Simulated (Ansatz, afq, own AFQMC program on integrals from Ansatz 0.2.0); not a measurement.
# SiNH$_{2}$, quartet → SiNH₂⁺, triplet

```xyz
4

Si    0.0000    0.0000    0.5558
N     0.0000    0.0000   -1.2927
H     0.0000    1.3020    1.2391
H     0.0000   -1.3020    1.2391
```

Connectivity, by distances: SiH2–N.

E(triplet, charge +1) − E(quartet, charge +0) at this geometry, on UHF and UHF determinants.

Basis cc-pVDZ. Only valence electrons are correlated. Integrals, coupled cluster, full CI and functionals: Ansatz 0.2.0; the random walks run on the same integrals in our own AFQMC program. ph-AFQMC/CISD is guided by a CISD state made of CCSD amplitudes; releasing the constraint for a short imaginary time cuts its bias at the price of noise, slowly where states lie close. ± is one standard error of the sampling. The errors of all members are added in quadrature.

No full CI on the walks' own integrals is used here; CCSDT(Q) serves as the reference and is uncertain by about the last step of the cluster series. Each member takes its own surest rung, up to full CI.

The best estimate is CCSD(T) at the basis-set limit (CBS: def2-TZVPP and def2-QZVPP, with their diffuse functions for anions and beside diffuse sets, CCSD(T) itself extrapolated) plus the step from CCSD(T) to CCSDT(Q) in cc-pVDZ. Rows without CBS are in cc-pVDZ, the functionals in def2-TZVP; B2PLYP and the wave-function rows carry a basis error of their own. Core correlation and relativity beyond core potentials are missing, and ± holds the sampling alone.

Cautions: SiNH₂ (quartet): another spin lies lower, its ph-AFQMC/CISD value lies 25 ± 10 meV above CCSDT(Q); SiNH₂⁺ (triplet): lower spins were not checked; this needn't be the first ionization.

Best estimate: 173.8 kcal/mol.

```tsv
level	vertical ionization energy (kcal/mol)	error against the best estimate (kcal/mol)
HF	160.8	-13.0
MP2	166.1	-7.7
CCSD	167.2	-6.6
CCSD(T)	167.2	-6.6
CCSDT	167.2	-6.5
CCSDT(Q)	167.2	-6.6
ph-AFQMC/CISD	166.7 ± 0.4	-7.1 ± 0.4
released AFQMC	166.5 ± 0.5	-7.2 ± 0.5
HF/CBS	161.5	-12.3
MP2/CBS	171.7	-2.1
CCSD(T)/CBS	173.8	0.0
PBE	174.6	0.8
r2SCAN	178.3	4.5
PBE0	175.9	2.2
B3LYP	173.9	0.2
wB97M-V	169.4	-4.3
B2PLYP	170.8	-2.9
```

Correlation beyond CCSD(T) changes it by less than 2 meV. Going to the basis-set limit adds 6.6 kcal/mol at CCSD(T). The perturbative (T) step is worth +0.0 kcal/mol. The functionals spread over 8.9 kcal/mol; B3LYP and PBE come nearest and r2SCAN is 4.5 kcal/mol too high.

Best estimates are given only where the step beyond CCSD(T) is under 0.3 eV and no member's determinant is very poor (T1 over 0.05, or 0.07 for open shells, ⟨S²⟩ too high by 0.3, two states mixed), so the hardest cases are missing from such tables.

The functionals ran in a triple-zeta set and keep a basis error of their own, a few kJ/mol for each bond in atomization energies and more for double hybrids, so close places among them and the extrapolated levels can swap.

CCSDT and higher add their correlation energy to the determinant of the CCSD(T) run, since their own runs factorise the integrals more tightly (a shift of under 2 meV). Each member of a difference takes its own highest rung, so a best estimate needn't equal the limit plus the step of one row. A walk keeps the symmetry of its determinant, which the program's search chose and which needn't be the lowest solution, so a lower state of the same spin and another symmetry isn't excluded. Released energies are given only where the last usable release times agree within the noise; a slower fall can still hide under it.
